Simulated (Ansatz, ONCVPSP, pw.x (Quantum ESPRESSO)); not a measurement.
**Al (Z = 13): one change to the ONCV potential, in the atom and in the fcc crystal**

```json
{"Element": "Al", "Generator": "ONCVPSP 4.0.1.1 (patched build)", "Type": "optimised norm-conserving Vanderbilt (ONCV)", "Functional": "PBE", "Relativity": "scalar-relativistic", "Frozen core": "[Ne]", "Valence charge": "3", "Reference configuration": "3s2 (charge +1)", "Partial waves": "3s: rc 1.90 bohr, ncon 5, nbas 9, qcut 4.4 1/bohr, 2 projectors, debl 2.9 Ha; p scattering state at 0.29 Ha: rc 2.05 bohr, ncon 4, nbas 8, qcut 4.8 1/bohr, 2 projectors, debl 0.6 Ha; d scattering state at 0.4 Ha: rc 2.05 bohr, ncon 3, nbas 6, qcut 4.7 1/bohr, 2 projectors, debl 3.6 Ha", "Local potential": "polynomial inside 1.60 bohr (lpopt 5, dvloc0 0 Ha)", "Core correction": "polynomial model core, fcfact 0.25"}
```

In the p channel the program set the typed energies aside and used 0.050, 0.650 Ha.

Change: p: debl 0.25.

Cutoffs, loose and tight: the cutoffs (Ha) at which the residual kinetic energy of the hardest occupied pseudo-wave falls to 1 and 0.1 mHa per electron. They do not see the model core or the augmentation charge, which bear on the density cutoff. Test errors are all-electron minus pseudo excitation energies from the reference, over the configurations 3s2 3p1; 3s1; 3s2 3p0.5; 3s1 3p1; variants that change the core or the reference have their own tests.

Crystal test: fcc Al in pw.x 7.5, no spin, 14³ k-points, Fermi–Dirac smearing 0.01 Ry, cutoffs set for each file from its atomic test. The reference is all-electron LAPW (Ansatz 0.2.0) with the same functional, mesh and smearing; V0 and B0 come from Birch–Murnaghan fits to the pressures at five volumes. Errors are pseudo minus all-electron; Δ is the rms difference of the E(V) curves that follow from these fits, minima aligned, over ±6 % about the mean V0. Mesh and smearing are coarse, so the numbers serve the comparison and aren't converged zero-temperature values; the lattice is a test structure that the element need not adopt.

All-electron: a0 = 4.040 Å (V0 = 16.49 Å³/atom), B0 = 76.6 GPa.

Q: Does the change bring the crystal closer to the all-electron result?

A: The mean pressure error goes from -0.67 to -0.59 GPa, so the change moves the solid closer to the all-electron pressures.

| quantity | base | changed |
| --- | --- | --- |
| outcome (atom) | generated, projector energies reset by the program | generated, projector energies reset by the program |
| cutoff, loose (atom) | 6.1 Ha | 6.1 Ha |
| cutoff, tight (atom) | 7.9 Ha | 7.9 Ha |
| bound ghosts (atom) | none | none |
| largest test error (meV) (atom) | +18 | +18 |
| cutoffs in pw.x (Ry) | 50/200 | 50/200 |
| a0 (Å) | 4.029 | 4.030 |
| a0 error (%) | -0.29 | -0.26 |
| B0 error (%) | +0.0 | -0.3 |
| Δ (meV/atom) | 2.5 | 2.2 |
| mean pressure error (GPa) | -0.67 | -0.59 |

Base: The cutoffs count occupied waves only; projector 2 of the d channel, the hardest unoccupied one, needs 41 Ha at the loose tolerance. Changed file: The cutoffs count occupied waves only; projector 2 of the d channel, the hardest unoccupied one, needs 41 Ha at the loose tolerance.
